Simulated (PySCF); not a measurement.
C2H3N.
SMILES with atom numbers: `[CH3:1][C:2]#[N:3]` (hydrogens: H4, H5, H6 on C1)

Linear response at CAM-B3LYP/def2-SVPD (PySCF, frozen core in the response, non-relativistic). Isolated species at its PBE0-D3(BJ)/def2-SVP geometry, gas phase.

Static isotropic polarisability: 28.91 au (4.28 Å³), principal values 23.8, 23.8, 39.1 au.

**Question.** What is the polarisability at 1064 nm and at the sodium D line?

**Answer.** 29.10 au at 1064 nm (+0.7 %), 29.55 au at 589.3 nm (+2.2 %). The rise at 589.3 nm is 3.33 times that at 1064 nm; a pure ω² law gives 3.26. The lowest singlet lies at 161 nm, shorter than both wavelengths.

**Question.** What is the isotropic C6 coefficient between two such molecules, C6 = (3/π)∫α(iω)² dω?

**Answer.** 369.7 au (Eh·bohr⁶) by a ten-point quadrature over imaginary frequencies, which is 221 eV·Å⁶ or 21.3 J·nm⁶/mol.

**Question.** Which effective excitation energy ω̄ makes London's formula C6 = (3/4)α²ω̄ exact here?

**Answer.** ω̄ = 4·C6/(3α²) = 0.590 Eh = 16.0 eV. A one-pole form α(ω) = α/(1 − ω²/ω̄²) fitted to the 1064 nm value gives 14.4 eV. London's choice of the ionisation energy (12.35 eV, ΔSCF at the same level) gives C6 = 285 au, 23 % too low.

**Question.** How many electrons N does the Slater–Kirkwood formula C6 = (3/4)·√N·α^(3/2) need to give this C6?

**Answer.** N = (4·C6/3)²/α³ = 10.1; the species has 22 electrons in all.

**Question.** How anisotropic is the static polarisability, by Δα² = ½[(α1 − α2)² + (α2 − α3)² + (α3 − α1)²]?

**Answer.** Δα = 15.2 au, or 0.53 of the isotropic value.

**Question.** What three-body coefficient follows from the one-pole estimate C9 = (3/4)·α·C6?

**Answer.** 8020 au. This is an estimate from the two numbers above, not a computed integral.

**Question.** What n − 1 at the D line would an ideal gas of it have at 273.15 K and 1 atm (2.6868 × 10¹⁹ cm⁻³), by n − 1 = 2π·N·α′?

**Answer.** 7.39 × 10⁻⁴, a formal value whether or not that pressure can be reached.
